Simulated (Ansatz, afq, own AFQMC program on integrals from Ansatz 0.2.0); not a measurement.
Integrals from Ansatz 0.2.0, then the random walk in our own AFQMC program (afq).

```yaml
crystal:
  periodic: [false, false, false]
  atoms:
    - {symbol: Al, position_ang: [0.000000, 0.000000, 0.000000]}
    - {symbol: Al, position_ang: [0.000000, 0.000000, 10.197000]}
basis:
  gaussian: {orbitals: cc-pVDZ}
magnetization: {spin_polarized: true, initial_magnetization: 0}
correlation: {method: ccsd_t, electrons: outside_noble_gas, hamiltonian_folder: ham}
```

```sh
$ ansatz run in.yaml --threads 1 --pin off --events-out ev --progress --plain --max-ram 24576MiB --backend cuda --devices 0, --max-vram 18GiB
```

Options of the walk:

```
--method phaseless --trial hf --walkers 4000 --populations 20 --least-time 40 --time-step 0.005 --steps-per-block 20 --equilibration-blocks 160 --max-blocks 4000 --target-error 0.00145 --factor-cut 1e-05 --start spin_pure --seed 9188 --taylor-order 6
```

Times are imaginary, in 1/Eh. The walk had a cap of 49 s. With eight or more populations the least sampling time is a fifth of least-time, and the error comes from their spread.

Log:

```
orbitals 26  electrons 3 3  factors 138 of 364
reference energy -483.74705260 Eh
CCSD correlation -0.09415118 Eh in 12 cycles, weight of the determinant in the CISD state 0.8754
energy of the start -483.747290 Eh
 block  time / (1/Eh)  mean weight  energy / Eh
     1     0.100  1.0001  -483.754438
     2     0.200  1.0002  -483.760811
     3     0.300  1.0001  -483.766841
     4     0.400  1.0003  -483.772369
     5     0.500  1.0002  -483.777351
     9     0.900  1.0002  -483.794102
    25     2.500  1.0001  -483.826322
    49     4.900  0.9999  -483.839452
    73     7.300  0.9999  -483.840007
    97     9.700  1.0002  -483.842409
   103    10.300  1.0000  -483.843274
   121    12.100  1.0001  -483.841033
   145    14.500  1.0001  -483.837112
   169    16.900  0.9998  -483.839882
   193    19.300  0.9998  -483.838197
   217    21.700  1.0001  -483.840750
   235    23.500  0.9995  -483.839452
error from the spread of 20 populations
energy -483.839520 +/- 0.000734 Eh
(rows thinned)
```

The run passed its tests (sampling time, drift between the halves within three errors, error under three times the target), which doesn't prove that it has relaxed.

Against this walk (error 20.0 meV) on the same determinant: CCSD(T) 83.0 meV lower, CCSDT(Q) 102.6 meV lower, CCSDTQ 102.7 meV lower, full CI 102.8 meV lower, a separate phaseless walk with a CISD trial and standard settings 93.1 ± 20.1 meV lower. The error is statistical and leaves out the bias of the constraint. The determinant has ⟨S²⟩ = 1.03, so the low cluster orders mix in higher spin, while the walk starts as a pure singlet. Full CI is exact here, so the walk's 103 meV above it is the walk's own error: the bias of the constraint with this trial. It lies above even CCSD, by 46 meV. The determinant is a poor start (see the cautions), so the low cluster orders aren't to be relied on, and full CI is the sure value.

Cautions: constraint bias not in the error; unrestricted determinant spin contaminated (⟨S²⟩ 1.03 against 0.00); the next higher spin lies close (within 5 meV by full CI).

The walk took 16 s on 1 × NVIDIA H100 80GB HBM3 with 2 threads of AMD EPYC 7R13 Processor (Zen 3), on a shared host (the card was shared). The log's last line is the phaseless energy.

CCSDT and higher add their correlation energy to the determinant of the CCSD(T) run, since their own runs factorise the integrals more tightly (a shift of under 2 meV).
